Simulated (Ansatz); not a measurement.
Consider the formal exchange of groups at a C–C bond: `N=C(Cl)CO` + `CCC` → `CC(C)CO` + `N=CCl`.

Isolated molecules relaxed with PBE0-D4/def2-TZVP in Ansatz; ΔE leaves out vibrations. CCSD(T)/CBS adds triple-zeta CCSD(T) − MP2 to the extrapolated MP2 energy (def2 sets, frozen cores). This one scheme is used for every species. DFT in def2-TZVPP. B3LYP here is the variant with VWN-RPA as its local correlation; programs differ in this. One conformer a species, not always the lowest.

`N=C(Cl)CO`:

Z-matrix (Å, degrees):
```
C
O 1 1.390
C 1 1.497 2 111.8
H 1 1.099 2 111.2 3 -120.6
H 1 1.099 2 111.2 3 120.6
H 2 0.968 1 106.4 3 0.0
Cl 3 1.749 1 113.7 2 180.0
N 3 1.249 1 121.3 2 -0.0
H 8 1.015 3 114.7 1 180.0
```

`CCC`:

Z-matrix (Å, degrees):
```
C
C 1 1.519
H 1 1.094 2 111.1
H 1 1.094 2 111.1 3 119.5
H 1 1.093 2 111.7 3 -120.3
C 2 1.519 1 112.7 3 -59.7
H 2 1.095 1 109.5 3 178.2
H 2 1.095 1 109.5 3 62.4
H 6 1.094 2 111.0 1 59.7
H 6 1.093 2 111.7 1 -180.0
H 6 1.094 2 111.1 1 -59.7
```

`CC(C)CO`:

Cartesian coordinates in Å:
```
C 0.301 1.387 -0.088
C 0.141 -0.040 0.416
C -1.235 -0.254 1.028
C 0.371 -1.054 -0.695
O 1.665 -1.010 -1.255
H 1.308 1.575 -0.470
H 0.125 2.109 0.713
H -0.415 1.600 -0.889
H 0.902 -0.224 1.184
H -1.349 -1.271 1.410
H -2.023 -0.085 0.287
H -1.410 0.436 1.857
H 0.255 -2.066 -0.297
H -0.398 -0.921 -1.472
H 1.763 -0.181 -1.729
```

`N=CCl`:

```xyz
5

N    -0.905    0.086    0.397
C     0.210    0.034   -0.159
Cl    0.559    1.005   -1.547
H    -0.935   -0.548    1.194
H     1.070   -0.578    0.116
```

Task: Is it downhill or uphill in electronic energy at CCSD(T)/CBS, and by how much? (Estimate.)

Result: Computed: Uphill: ΔE = +31.0 kJ/mol.

Task: What do these levels give: r2SCAN-D4, PBE0-D4, B3LYP-D4, ωB97M-V, PBE0, B3LYP, MP2/def2-TZVPP, CCSD/def2-TZVPP, CCSD(T)/def2-TZVPP, HF/CBS(def2), MP2/CBS(def2), CCSD/CBS(def2)? (Best estimate.)

Result: The calculation gave: r2SCAN-D4 40.2, PBE0-D4 38.6, B3LYP-D4 36.9, ωB97M-V 33.1, PBE0 39.7, B3LYP 38.6, MP2/def2-TZVPP 33.1, CCSD/def2-TZVPP 29.7, CCSD(T)/def2-TZVPP 30.6, HF/CBS(def2) 33.3, MP2/CBS(def2) 33.5, CCSD/CBS(def2) 30.1 kJ/mol.

Largest T1 diagnostic among the species: 0.012.
